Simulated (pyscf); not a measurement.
**Substitution at C: H₃C–SiH(Cl)–Cl + H atom (H•) -> H₃C–SiH(Cl)–Cl + H atom (H•)**

Gas phase, doublet surface, charge 0. Bonds broken: C1–H9. Bonds formed: C1–H5. PySCF, gas phase, ωB97X-D3(BJ)/def2-SVP geometries.

Transition state (Å):

```xyz
9

C      0.2782     0.9681    -0.1764
Si    -0.8847     0.3548    -1.5040
Cl    -0.7656    -1.6938    -1.6449
Cl    -2.8195     0.8647    -1.0272
H      1.3363     0.8829    -0.7265
H     -0.3694     1.2842     0.7756
H      0.6337     0.0327     0.4749
H     -0.5615     0.9334    -2.8255
H      0.3316     2.1363    -0.4253
```

One imaginary mode, 1389i cm⁻¹; descent along it reached the two sides named.

| bond | change | reactant side (Å) | saddle | product side |
|---|---|---|---|---|
| C1–H9 | breaks | 1.101 | 1.196 | 3.9 |
| C1–H5 | forms | 4.1 | 1.196 | 1.101 |

Electronic energies relative to the separated reactants (kJ/mol):

| level | barrier | reaction energy | reverse barrier |
|---|---|---|---|
| ωB97X-D3(BJ)/def2-TZVP | 207.7 | 0.0 | 207.7 |
| PBE/def2-TZVP | 169.3 | 0.0 | 169.3 |
| r²SCAN/def2-TZVP | 175.2 | 0.0 | 175.2 |
| B3LYP-D3(BJ)/def2-TZVP | 185.9 | 0.0 | 185.9 |
| PBE0-D3(BJ)/def2-TZVP | 186.1 | 0.0 | 186.1 |
| M06-2X/def2-TZVP | 206.8 | 0.0 | 206.8 |
| ωB97M-D3(BJ)/def2-TZVP | 200.7 | 0.0 | 200.7 |
| HF/def2-TZVP | 295.8 | 0.0 | 295.8 |

With ωB97M-D3(BJ)/def2-TZVP energies and thermal terms (ideal gas, 1 atm, RRHO with modes under 100 cm⁻¹ raised to 100, one conformer, R ln 2 for chiral ones without a mode under 150 cm⁻¹), in kJ/mol:

```csv
T (K),ΔH‡,ΔG‡,ΔH,ΔG
298,186.4,216.9,0.0,0.0
600,183.7,249.0,0.0,0.0
900,183.1,281.8,0.0,0.0
1200,183.3,314.7,0.0,0.0
```

The same reactants have a lower exit, to H₃C–Si•(Cl)–Cl + H₂ (barrier +20.4 kJ/mol at ωB97M-D3(BJ)/def2-TZVP, against +200.7 kJ/mol here). Another saddle between the same species, by other bonds, lies lower (56.6 kJ/mol against 200.7 kJ/mol at ωB97M-D3(BJ)/def2-TZVP). The angle at the attacked C is 86°: a side-on saddle, likely not the lowest.
